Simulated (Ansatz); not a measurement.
Start from `COCCCF` and change one atom or group to get `CCCOC`.

Ansatz, PBE0-D4/def2-TZVP geometries, multiplicity 1. Each molecule was computed in one conformer, which needn't be the lowest.

```tsv
property	`COCCCF`
size of the dipole moment (ωB97M-V/def2-TZVPP) / D	2.80
HOMO–LUMO gap (ωB97M-V/def2-TZVPP) / eV	12.68
HOMO energy (PBE0/def2-TZVPP) / eV	-7.65
HOMO–LUMO gap (PBE0/def2-TZVPP) / eV	8.77
HOMO–LUMO gap (B3LYP/def2-TZVPP) / eV	8.21
size of the dipole moment (B3LYP/def2-TZVPP) / D	2.80
```

Problem. What does the change do to each property? (An estimate is asked.)

Solution. Computed: 
```json
{"property": "size of the dipole moment (ωB97M-V/def2-TZVPP) / D", "`CCCOC`": "1.05", "shift": "-1.75"}
{"property": "HOMO–LUMO gap (ωB97M-V/def2-TZVPP) / eV", "`CCCOC`": "12.49", "shift": "-0.19"}
{"property": "HOMO energy (PBE0/def2-TZVPP) / eV", "`CCCOC`": "-7.35", "shift": "0.30"}
{"property": "HOMO–LUMO gap (PBE0/def2-TZVPP) / eV", "`CCCOC`": "8.64", "shift": "-0.13"}
{"property": "HOMO–LUMO gap (B3LYP/def2-TZVPP) / eV", "`CCCOC`": "8.07", "shift": "-0.14"}
{"property": "size of the dipole moment (B3LYP/def2-TZVPP) / D", "`CCCOC`": "1.03", "shift": "-1.77"}
```

With PBE0 the HOMO rises by 0.30 eV and the LUMO rises by 0.17 eV, so the gap narrows by about 0.13 eV. PBE moves the HOMO by 0.28 eV and ωB97M-V by 0.29 eV. Dipoles are sizes alone; their direction can turn.

B3LYP here is the variant with VWN-RPA as its local correlation; programs differ in this.
